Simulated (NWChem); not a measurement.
# Polarisability of Li₂

SMILES: [Li][Li]
```xyz
2

Li     0.0000     0.0000     1.3936
Li     0.0000     0.0000    -1.3936
```
Charge 0, spin multiplicity 1.

Everything below was run with NWChem. Structure: optimised with PBE0/def2-SVP, a minimum by its harmonic frequencies.

Basis set: def2-SVPD. Static limit.

The correlated methods freeze no orbitals. B3LYP has NWChem's definition, with VWN1-RPA local correlation. The structure started from a generated list of species. Coupled-cluster values serve here as a point of comparison, not as the truth.

### Question
One of these methods gave an isotropic polarisability of 239.75 bohr³. Which?
(A) HF
(B) CCSD linear response
(C) PBE0
(D) B3LYP

### Answer
B, CCSD linear response. The others give 213.07 (PBE0), 205.80 (B3LYP), 219.49 (HF).
